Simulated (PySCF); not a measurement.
# State search for NaC

Unrestricted PBE0; PySCF, spin-free X2C with a Gaussian nucleus, basis sets Na x2c-TZVPPall, C x2c-TZVPPall. Outer shells of the fragments: Na 3s1; C 2s2 2p2.

Followed along the bond (rough minima from three points):

```tsv
2Ms+1	unpaired	⟨S²⟩ at the start	R at minimum (Å)	Te (eV)
4	σ ↑, π ↑↑	3.75	2.23	0.00
2	σ ↓, π ↑↑	1.76	2.27	0.70
2	σ ↑, π ↑↓	1.76	2.25	0.70
2	π ↑	0.85	none in the scan	≤ 1.28
```

Solutions found at the starting distance of 2.285 Å, counted from the lowest of them; the search is not exhaustive and high or unbound solutions are not listed, so other states can lie among these:

| 2Ms+1 | unpaired | term | E (eV) | ⟨S²⟩ | ⟨Lz²⟩ | μ (D) |
| --- | --- | --- | --- | --- | --- | --- |
| 4 | σ ↑, π ↑↑ | ⁴Σ⁻ | 0.00 | 3.75 | 0.00 | -7.65 |
| 2 | σ ↓, π ↑↑ | mixed | 0.69 | 1.76 | 0.00 | -7.24 |
| 2 | σ ↑, π ↑↓ | mixed | 0.70 | 1.76 | 2.01 | -7.52 |
| 2 | π ↑ | ²Π | 1.32 | 0.85 | 1.00 | -5.30 |
| 2 | σ ↑ | mixed | 1.91 | 0.75 | 2.00 | -7.40 |
| 2 | π ↑ | ²Π | 2.37 | 0.76 | 1.02 | -7.71 |
| 4 | σ ↑↑, π ↑ | ⁴Π | 2.54 | 3.75 | 1.00 | 3.30 |
| 4 | σ ↑, π ↑↑ | mixed | 4.11 | 3.75 | 2.00 | 1.49 |
| 4 | π ↑↑↑ | ⁴Π | 4.46 | 3.76 | 1.00 | 1.51 |

A term symbol is given only where ⟨S²⟩ and ⟨Lz²⟩ are close to those of a pure state; real π, δ and φ orbitals otherwise mix terms. A positive dipole means Na(−)C(+).
